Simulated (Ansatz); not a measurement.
Born–Oppenheimer molecular dynamics of AlH3O (5 atoms, charge 0, multiplicity 1). It starts at the highest image of a converged band. Of that band: The profile has 2 maxima (images 1, 5) with wells between them (image 2): this band takes more than one step, which may be the mechanism or a detour left from its start path. Neighbouring images differ by up to 1.3 eV, so the band resolves the path poorly. A vibrational analysis at the climbing image gives one clearly imaginary mode, 1330i cm⁻¹: a first-order saddle point.

Method: Ansatz 0.2.0, RKS PBE-D4/def2-SVPD.

| Property | Result |
| --- | --- |
| ensemble | NVE (velocity Verlet) |
| time step | 0.5 fs |
| steps asked | 200 |
| starting velocities drawn for | 300 K |
| seed | 2206 |

First frame:

```xyz
5
Properties=species:S:1:pos:R:3
Al 0.205 0.101 -0.480
O 0.858 0.168 1.333
H 0.692 -0.382 2.131
H 1.696 -0.184 0.382
H -1.425 0.015 -0.548
```

How far do the bonds stretch over the last three quarters of this one trajectory? (Pairs bonded in most of those frames.)


| bond | mean (Å) | spread (Å) | shortest | longest |
| --- | --- | --- | --- | --- |
| Al1–O2 | 1.768 | 0.089 | 1.64 | 1.91 |
| Al1–H4 | 1.744 | 0.232 | 1.36 | 2.07 |
| Al1–H5 | 1.720 | 0.164 | 1.44 | 1.98 |
| O2–H3 | 0.980 | 0.006 | 0.97 | 0.99 |

Mean temperature of the second half: 4009 K. The conserved energy stayed within 1.1 meV per atom of its start (net change 0.38 meV per atom), so the integration is sound. The kinetic energy rose, since the run started high on the potential surface and went downhill. A run of 0.1 ps of so small a system gives no equilibrium averages. The orbitals stay closed-shell, which can raise the energy where a bond breaks towards radicals; this wasn't checked here.

The run took 2.4 min on 2 threads of Arm Neoverse V1, on a shared host, peak memory 0.1 GiB.
